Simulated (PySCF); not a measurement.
Shifts of the heteroatoms

Structure with atom numbers: `[CH3:1]/[CH:2]=[CH:3]/[CH:4]=[O:5]`. Each H is labelled by its parent atom.

[PySCF 2.14: coordinates at the GFN2-xTB level; J couplings at B3LYP/pcJ-1 (without the spin–dipole term); shielding tensors at PBE0/pcSseg-1 (GIAO); no solvent; single conformer; relativity neglected; one averaged value for each set of equivalent atoms]

Problem. What are the ¹⁷O shifts?

Solution. 
```csv
atoms,environment,σ (ppm),δ (ppm)
O5,aldehyde oxygen,-357.2,592.1
```

Shieldings were converted by a linear fit to measured shifts: ¹⁷O (scatter 10.7 ppm rms, 12.2 ppm with the 3 outliers that the fit left out vs liquid water, solution or neat liquid). A few per cent of atoms miss by over 2 rms, more outside the fitted compound classes. Couplings are scaled by factors fitted to measured values: ²J(H,H) × 0.95 (rms 1.3 Hz), ³J(H,H) × 0.92 (rms 0.5 Hz); all others are unscaled and can be 10–30 % off.

Couplings (the largest are listed; each averaged over equivalent pairs; quadrupolar broadening usually hides them): ¹J(C4,O5) = 32.2 Hz, ²J(O5,H(C4)) = -4.0 Hz, ²J(C3,O5) = -2.5 Hz, ³J(C2,O5) = -1.8 Hz, ³J(O5,H(C3)) = -1.1 Hz.

On a 600 MHz spectrometer ¹⁷O resonates near 81.3 MHz, so 1 ppm is 81.3 Hz.
